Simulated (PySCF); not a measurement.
Species: dimethyl ether, C2H6O.
SMILES: `COC`

The closed-shell ground state was solved at several levels (PySCF, density fitting, gas phase, non-relativistic). Geometry: GFN2-xTB; no solvent, vibrations or thermal averaging.

```csv
level,basis functions,total energy (Eh),HOMO (eV),LUMO (eV),gap (eV),dipole (D)
PBE0/pcSseg-1,81,-154.8235,-7.30,1.61,8.91,1.37
PBE0/def2-SVPD,111,-154.7380,-7.47,0.81,8.28,1.30
CAM-B3LYP/def2-SVPD,111,-154.8450,-8.93,1.40,10.33,1.37
```

Q: What might B3LYP/pcJ-1 (141 basis functions) give for the same quantities?

A: Total energy -155.0368 Eh, HOMO -7.06 eV, LUMO 1.30 eV, gap 8.36 eV, dipole 1.33 D.

Q: Over all these levels, which gives the widest orbital gap and which the narrowest?

A: CAM-B3LYP/def2-SVPD (range-separated hybrid) has the widest, 10.33 eV, and PBE0/def2-SVPD (global hybrid, 25 % exact exchange) the narrowest, 8.28 eV. The two share the basis. From the narrowest to the widest the HOMO moves by -1.46 eV and the LUMO by +0.59 eV.

Q: How far do the dipole and the HOMO energy spread over the levels?

A: The dipole runs from 1.30 to 1.37 D (mean 1.34 D) and the HOMO from -8.93 to -7.06 eV.
